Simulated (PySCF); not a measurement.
Isomers of C4H7N.

All values: CAM-B3LYP/def2-SVPD (PySCF) at GFN2-xTB geometries, gas phase, one conformer each. Core orbitals are frozen in the response; Δα² is half the sum of the squared differences of the principal polarisabilities.

Problem. Rank by dipole moment, highest first.
A. `[CH3:1][CH2:2][CH2:3][C:4]#[N:5]` with C1–C2–C3–C4 -64°
B. `C1=NCCC1` (1-pyrroline)
C. `[CH2:1]=[C:2]1[CH2:3][C@@H:4]1[NH2:5]` with C3–C4–N5–H -148° and 92°
D. `N=C1CCC1`
E. `[CH:1]#[C:2][CH2:3][NH:4][CH3:5]` with C2–C3–N4–C5 65°

Solution. A (4.09 D), D (2.38 D), B (2.21 D), C (1.36 D), E (0.62 D).

Problem. Rank by HOMO–LUMO gap, highest first.
A. `[CH2:1]=[C:2]1[CH2:3][C@@H:4]1[NH2:5]` with C3–C4–N5–H -148° and 92°
B. `[CH3:1][CH2:2][CH2:3][C:4]#[N:5]` with C1–C2–C3–C4 -64° (butyronitrile)
C. 1-pyrroline, `C1=NCCC1`
D. `[CH2:1]=[N:2][CH:3]1[CH2:4][CH2:5]1` with C1–N2–C3–C4 -146°

Solution. B (11.78 eV), C (10.14 eV), D (9.65 eV), A (9.52 eV).

Problem. Rank by polarisability anisotropy Δα, lowest first.
A. `[CH3:1][CH2:2][CH2:3][C:4]#[N:5]` with C1–C2–C3–C4 -64° (butyronitrile)
B. `[CH2:1]=[N:2][CH:3]1[CH2:4][CH2:5]1` with C1–N2–C3–C4 -146°
C. `C1=NCCC1` (1-pyrroline)
D. `[CH:1]#[C:2][CH2:3][NH:4][CH3:5]` with C2–C3–N4–C5 65° (N-methyl propargyl amine)
E. `[CH2:1]=[C:2]1[CH2:3][C@@H:4]1[NH2:5]` with C3–C4–N5–H -148° and 92°

Solution. A (2.13 Å³), C (2.42 Å³), D (2.98 Å³), E (3.41 Å³), B (4.12 Å³).

All values together:

| SMILES | μ (D) | HOMO (eV) | LUMO (eV) | α (Å³) | Δα (Å³) |
| --- | --- | --- | --- | --- | --- |
| N=C1CCC1 | 2.38 | -8.57 | 1.01 | 7.87 | 2.82 |
| C1=NCCC1 | 2.21 | -8.78 | 1.35 | 7.58 | 2.42 |
| C=C1C[C@@H]1N | 1.36 | -8.46 | 1.06 | 8.44 | 3.41 |
| C=NC1CC1 | 1.38 | -8.73 | 0.92 | 8.34 | 4.12 |
| CCCC#N | 4.09 | -10.77 | 1.01 | 7.62 | 2.13 |
| C#CCNC | 0.62 | -8.15 | 1.35 | 8.17 | 2.98 |

Conformers: `[CH2:1]=[C:2]1[CH2:3][C@@H:4]1[NH2:5]` with C3–C4–N5–H -148° and 92°; `[CH2:1]=[N:2][CH:3]1[CH2:4][CH2:5]1` with C1–N2–C3–C4 -146°; `[CH3:1][CH2:2][CH2:3][C:4]#[N:5]` with C1–C2–C3–C4 -64°; `[CH:1]#[C:2][CH2:3][NH:4][CH3:5]` with C2–C3–N4–C5 65°.
